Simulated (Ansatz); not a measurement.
# A ladder of methods for [BCl2]+ (SMILES Cl[B+]Cl)

[BCl2]+ has 3 atoms, charge +1, and is taken as a singlet. As SMILES, `Cl[B+]Cl`. Geometry: relaxed at GFN2-xTB.

```xyz
3

Cl   -1.2384    0.7665   -0.5913
B     0.0007    0.0014    0.0006
Cl    1.2376   -0.7678    0.5907
```

Each level gives the energy change with the Cl1–B2 bond stretched from 1.572 to 2.358 Å (eV). The values are calculated.

```json
{"level": "HF/STO-3G (restricted)", "kind": "Hartree–Fock", "program": "Ansatz", "value (eV)": "3.53", "less FCI/STO-3G": "+0.66", "CPU time (all runs)": "0.19 s"}
{"level": "SVWN5/STO-3G (restricted)", "kind": "LDA", "program": "Ansatz", "value (eV)": "3.49", "less FCI/STO-3G": "+0.62", "CPU time (all runs)": "1.2 s"}
{"level": "BLYP/STO-3G (restricted)", "kind": "GGA", "program": "Ansatz", "value (eV)": "2.90", "less FCI/STO-3G": "+0.03", "CPU time (all runs)": "1.8 s"}
{"level": "BHLYP/STO-3G (restricted)", "kind": "global hybrid", "program": "Ansatz", "value (eV)": "3.43", "less FCI/STO-3G": "+0.56", "CPU time (all runs)": "1.4 s"}
{"level": "wB97M-V/STO-3G (restricted)", "kind": "range-separated hybrid", "program": "Ansatz", "value (eV)": "3.38", "less FCI/STO-3G": "+0.51", "CPU time (all runs)": "25 s"}
{"level": "B2PLYP/STO-3G (restricted)", "kind": "double hybrid", "program": "Ansatz", "value (eV)": "3.23", "less FCI/STO-3G": "+0.36", "CPU time (all runs)": "2.3 s"}
{"level": "RPA@PBE/STO-3G (restricted)", "kind": "RPA", "program": "Ansatz", "value (eV)": "2.74", "less FCI/STO-3G": "-0.13", "CPU time (all runs)": "2.6 s"}
{"level": "MP2/STO-3G (restricted)", "kind": "perturbation theory", "program": "Ansatz", "value (eV)": "3.33", "less FCI/STO-3G": "+0.46", "CPU time (all runs)": "0.21 s"}
{"level": "CCSD/STO-3G (restricted)", "kind": "coupled cluster or CI", "program": "Ansatz", "value (eV)": "2.88", "less FCI/STO-3G": "+0.01", "CPU time (all runs)": "0.35 s"}
{"level": "FCI/STO-3G", "kind": "exact in the basis", "program": "Ansatz", "value (eV)": "2.87", "less FCI/STO-3G": "0.00", "CPU time (all runs)": "1.3 s"}
```

FCI/STO-3G is exact within its basis and frozen core, so for wave-function methods in that basis the difference is their error; functionals converge differently with the basis, so for them it is only a difference. Spin-restricted single references rise too steeply as a bond breaks, Hartree–Fock most of all. The first shape isn't each level's own minimum. The values span 2.74 to 3.53 eV. All rows use very small basis sets, so even the best lies far from the true value. CPU times are rough (shared hosts, several kinds of processor): they show what a rung costs within a factor of a few.
